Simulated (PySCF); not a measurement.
# MgF at PBE0

Level: PBE0. basis Mg x2c-SVPall, F x2c-SVPall; spin-free X2C with a Gaussian nucleus; PySCF 2.14.

- state: quartet, unpaired electrons σ ↑, π ↑↑, a mixture of terms (⟨Lz²⟩ = 2.0), a second solution, started from another occupation
- bond length: 2.562 Å
- harmonic wavenumber: 127 cm⁻¹
- force constant: 0.101 mdyn/Å
- rotational constant Be: 0.2422 cm⁻¹
- energy of the minimum from ground-state Mg + F: 2.34 eV
- bond order (Mayer): 0.15
- dipole moment (positive dipole means Mg(−)F(+)): 1.05 D

Counting both spins, an empty level lies below a filled one in this solution, because spin and occupation are held.
